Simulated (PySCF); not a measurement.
Molecule: `CO[C@@H]1C[C@H]1F`, C₄H₇FO.

Geometry (Å), atoms numbered from 1 in this order:
```xyz
13

C     1.988    0.217   -0.058
O     0.745    0.842   -0.296
C    -0.285    0.309    0.467
C    -1.005   -0.937    0.003
C    -1.665    0.402   -0.090
F    -2.686    0.680    0.768
H     2.291    0.329    0.989
H     2.709    0.717   -0.700
H     1.952   -0.850   -0.304
H    -0.167    0.438    1.542
H    -1.360   -1.624    0.755
H    -0.692   -1.394   -0.923
H    -1.830    0.873   -1.050
```

Frames of a GFN2-xTB Langevin trajectory at 200 K; GIAO PBE0/pcSseg-1 shieldings in PySCF 2.14, gas phase, non-relativistic; equivalent atoms averaged within each frame.

References, each an isolated molecule treated in the same way: TMS for 13C (σ = 186.93 ppm) and 1H (σ = 31.72 ppm); 17O (σ = 336.08 ppm) against H2O; CFCl3 for 19F (σ = 170.95 ppm). The references are static minima.

Question: How do the shifts (ppm) fluctuate along the trajectory?

Answer: 
```csv
time (fs),C5,C3,C1,C4,O2,F6,H13,H10,H7/H8/H9,H11
250,81.6,58.7,55.6,17.8,29.6,-228.7,4.41,3.17,2.51,1.89
425,81.4,61.3,61.3,21.8,40.0,-227.2,4.56,3.33,3.43,2.64
625,85.2,66.3,60.1,13.6,51.9,-212.3,5.69,4.20,3.20,0.28
800,80.5,58.5,64.0,12.1,36.7,-225.7,6.16,2.40,4.33,1.34
1000,69.1,69.8,62.5,18.5,36.9,-256.8,4.36,4.36,4.26,1.28
mean of frames,79.6,62.9,60.7,16.7,39.0,-230.1,5.04,3.49,3.55,1.48
standard deviation,6.1,5.0,3.2,3.9,8.2,16.3,0.83,0.80,0.77,0.87
```

5 frames give an uncertainty of the mean of about the standard deviation over 2.2 at best, since frames this close in time may not be independent; classical motion lacks zero-point vibration, and the reference would need the same averaging.
